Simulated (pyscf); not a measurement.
Optimised with ωB97X-D3(BJ)/def2-SVP in PySCF.

Q: Estimate by transition-state theory the rate constant of AsH₂• + H₃Si–SiH₃ -> H₃Si–AsH₂ + SiH₃• (doublet surface; Si–Si broken, As–Si formed) at 1200 K, with ωB97M-D3(BJ)/def2-TZVP energies (ideal gas, 1 atm, RRHO with modes under 100 cm⁻¹ raised to 100, one conformer, R ln 2 for rigid chiral ones; no tunnelling).

A: The electronic barrier is 17.2 kcal/mol and the thermal terms add +35.6, so ΔG‡ = 52.7 kcal/mol. With k_BT/h = 2.50e+13 s⁻¹ and RT = 2.385 kcal/mol, and a volume of 1.64e-19 cm³ per molecule at 1 atm, k = 1.0e-15 cm³ molecule⁻¹ s⁻¹. Wigner's tunnelling factor for 518i cm⁻¹ would be 1.02. A shift of 1 kcal/mol in the barrier changes k by a factor 1.5. One saddle was located; it need not be the lowest between these sides. The angle at the attacked Si is 178°. Elements up to Kr have no core potential and no relativistic terms here.
